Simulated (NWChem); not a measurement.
The numbers come from NWChem runs, not from measurements. System: CH$_{3}$O, charge 0, spin multiplicity 2, at a geometry optimised with UB3LYP/def2-SVP. The structure started from a generated list of species. Its SCF solution wasn't tested for a lower state. Level: G0W0@UHF/def2-TZVPD, RI basis def2-tzvpd-rifit.

Input file:

```
start mol
memory heap 200 mb stack 700 mb global 1700 mb
geometry units angstroms nocenter noautoz noautosym
  C      0.073339     0.559350     0.045927
  O     -0.115110    -0.775309    -0.089457
  H      0.637268     0.689111     1.003776
  H      0.709611     1.017369    -0.742599
  H     -0.866032     1.139896     0.178920
end
basis spherical
  * library def2-tzvpd
end
basis "ri basis" bse spherical
  * library def2-tzvpd-rifit
end
dft
  xc hfexch
  odft
  mult 2
  iterations 100
  direct
  tolerances tight
end
task dft energy
gw
  states alpha occ 4 vir 2
  states beta occ 4 vir 2
end
task dft gw
```

NWChem printed:

```
             Northwest Computational Chemistry Package (NWChem) 7.3.0
             --------------------------------------------------------

                                NWChem Input Module
                                -------------------

 Scaling coordinates for geometry "geometry" by  1.889725989
 (inverse scale =  0.529177249)

                             Geometry "geometry" -> ""
                             -------------------------

 Output coordinates in angstroms (scale by  1.889725989 to convert to a.u.)

  No.       Tag          Charge          X              Y              Z
 ---- ---------------- ---------- -------------- -------------- --------------
    1 C                    6.0000     0.07333900     0.55935000     0.04592700
    2 O                    8.0000    -0.11511000    -0.77530900    -0.08945700
    3 H                    1.0000     0.63726800     0.68911100     1.00377600
    4 H                    1.0000     0.70961100     1.01736900    -0.74259900
    5 H                    1.0000    -0.86603200     1.13989600     0.17892000

 Effective nuclear repulsion energy (a.u.)      34.4021201726

            Nuclear Dipole moment (a.u.)
            ----------------------------
        X                 Y               Z
 ---------------- ---------------- ----------------
     0.0000018897     0.0000075589     0.0000056692


 Summary of "ao basis" -> "" (spherical)
 ------------------------------------------------------------------------------
       Tag                 Description            Shells   Functions and Types
 ---------------- ------------------------------  ------  ---------------------
 *                         def2-tzvpd                 on all atoms

 new library libraries.bse/

 Summary of "ri basis" -> "" (spherical)
 ------------------------------------------------------------------------------
       Tag                 Description            Shells   Functions and Types
 ---------------- ------------------------------  ------  ---------------------
 *                      def2-tzvpd-rifit              on all atoms

  xc_inp: hfexch multiplicative factor not found.
[...]
     2   2 0 0     -9.272033     -8.180216     -7.512389      6.420573
     2   1 1 0     -0.108463     -2.273453     -1.884588      4.049579
     2   1 0 1      0.339723     -0.223063      0.347251      0.215535
     2   0 2 0    -10.172895    -23.325806    -20.755571     33.908482
     2   0 1 1     -0.075386     -1.744403     -1.363374      3.032391
     2   0 0 2     -8.900711     -8.016416     -6.839788      5.955493

 Task  times  cpu:        7.3s     wall:        7.3s

                                NWChem Input Module
                                -------------------

                                 NWChem GW Module
                                 ----------------

                             ***********************
                             ***        GW       ***
                             ***********************

 Summary of "ri basis" -> "ri basis" (spherical)
 ------------------------------------------------------------------------------
       Tag                 Description            Shells   Functions and Types
 ---------------- ------------------------------  ------  ---------------------
 C                      def2-tzvpd-rifit            26       92   9s7p5d4f1g
 O                      def2-tzvpd-rifit            26       92   9s7p5d4f1g
 H                      def2-tzvpd-rifit            10       24   5s3p2d

                 Memory Information
                 ------------------
          Available GA per process is          1699.8 MBs
          Available stack per process is        700.0 MBs
          Available heap per process is         199.9 MBs

          Peak memory in Initialization
              Peak GA per process is                  4.9 MBs
              Peak stack per process is               0.1 MBs
              Peak heap per process is                5.0 MBs
              Memory not in MA per process            0.0 MBs

          Peak memory in AFF Calculation
              Peak GA per process is                 27.5 MBs
              Peak stack per process is              20.1 MBs
              Peak heap per process is                0.0 MBs
              Memory not in MA per process           20.1 MBs

          Computing 2-center integrals
          Computing Inverse Cholesky factor
          Computing 3-center integrals
          Computing V_xc ...
          Computing Sigma_x
          Computing RPA polarizability
          Solving quasiparticle equations

                  Alpha Orbitals
          State     Energy (eV)     Error (eV)
          -----------------------------------
@GW         6        -16.762           0.002
@GW         7        -16.406           0.002
@GW         8        -13.366           0.004
@GW         9        -12.254           0.002
@GW        10          1.648           0.002
@GW        11          2.898           0.004

                   Beta Orbitals
          State     Energy (eV)     Error (eV)
          -----------------------------------
@GW         5        -16.563           0.002
@GW         6        -15.651           0.005
@GW         7        -15.596           0.002
@GW         8        -11.432           0.005
@GW         9          1.643           0.002
@GW        10          0.719           0.003

   Applying   0.7472 eV scissor-shift to rest of particle states

   Applying  -0.2297 eV scissor-shift to rest of hole states

   Applying   0.6906 eV scissor-shift to rest of particle states

   Applying  -0.2445 eV scissor-shift to rest of hole states

     GW Timing Statistics
   ------------------------
   Init.   :          0.0s
     ERIs  :          0.3s
     Distr.:          0.0s
     Vxc   :          0.6s
   Sigma_x :          0.0s
   RPA     :          0.8s
   Wmn     :          0.0s
   Sigma_c :          0.0s
   GW total:          1.8s

 Task  times  cpu:        1.8s     wall:        1.8s

 Total times  cpu:        9.2s     wall:        9.2s
```
